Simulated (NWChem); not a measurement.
## Correlation energy of ethanethiol (C$_{2}$H$_{6}$S)

```xyz
9

C     -1.4828     0.7695    -0.2516
C     -0.5455    -0.4168    -0.4452
S      1.0731    -0.2620     0.4140
H     -2.4515     0.5832    -0.7463
H     -1.0578     1.6896    -0.6848
H     -1.6695     0.9571     0.8169
H     -0.9823    -1.3347    -0.0204
H     -0.3659    -0.6175    -1.5130
H      1.5271     0.7979    -0.2957
```
Charge 0, spin multiplicity 1.

All runs are NWChem calculations. Structure: optimised with B3LYP/def2-SVP, a minimum by its harmonic frequencies. It is one conformer; others weren't searched.

Basis set: 6-311G**. Each correlation energy counts from its own Hartree-Fock reference.

The correlated methods keep 7 core orbitals frozen. The Pople sets run with spherical d functions. Coupled-cluster values serve here as a point of comparison, not as the truth.

Q: Order these methods by the correlation energy they give, lowest first: MP2, SCS-MP2, CCSD, CCSD+T(CCSD).

A: CCSD+T(CCSD) (-509.8 mHa), CCSD (-493.6 mHa), SCS-MP2 (-450.7 mHa), MP2 (-448.1 mHa)
